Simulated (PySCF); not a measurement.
Rows and methods have been separated. Pair them.

Compound: BClH3P.
Z-matrix (Å and degrees, PBE0-D3(BJ)/def2-SVP geometry), rows numbered from 1:
```
P 
B   1  1.8895
Cl  2  1.7495  1  121.34
H   1  1.4211  2  100.93  3    41.54
H   1  1.4217  2   99.15  3   142.44
H   2  1.2052  1  120.57  3   172.29
```

The closed-shell ground state was solved 7 times with PySCF (density fitting, gas phase), always in the pcSseg-2 basis (164 functions), with these functionals: B3LYP, BLYP, CAM-B3LYP, HF, LC-wPBE, PBE0 and wB97X-D.

| row | total energy (Eh) | HOMO (eV) | LUMO (eV) | dipole (D) |
| --- | --- | --- | --- | --- |
| P | -828.2696 | -9.48 | -0.02 | 1.12 |
| Q | -828.2630 | -6.38 | -2.57 | 1.00 |
| R | -826.7374 | -10.17 | 1.63 | 1.21 |
| S | -828.0294 | -10.28 | 0.36 | 1.15 |
| T | -827.9603 | -7.66 | -1.84 | 1.11 |
| U | -828.3246 | -7.44 | -2.01 | 1.06 |
| V | -828.2831 | -8.93 | -0.72 | 1.10 |

Which functional belongs to which row?

P = wB97X-D, Q = BLYP, R = HF, S = LC-wPBE, T = PBE0, U = B3LYP, V = CAM-B3LYP. By rising HOMO–LUMO gap: BLYP (GGA) 3.81 eV; B3LYP (global hybrid, 20 % exact exchange) 5.43 eV; PBE0 (global hybrid, 25 % exact exchange) 5.82 eV; CAM-B3LYP (range-separated hybrid) 8.21 eV; wB97X-D (range-separated hybrid) 9.46 eV; LC-wPBE (range-separated hybrid) 10.64 eV; HF (all exact exchange) 11.80 eV. Total energies of different functionals aren't bounds to one another; each is stationary for its own functional.

One conformer stands for the species.

wB97X-D is run here without its empirical dispersion term; that term would change no orbital, density or response property at a fixed geometry.
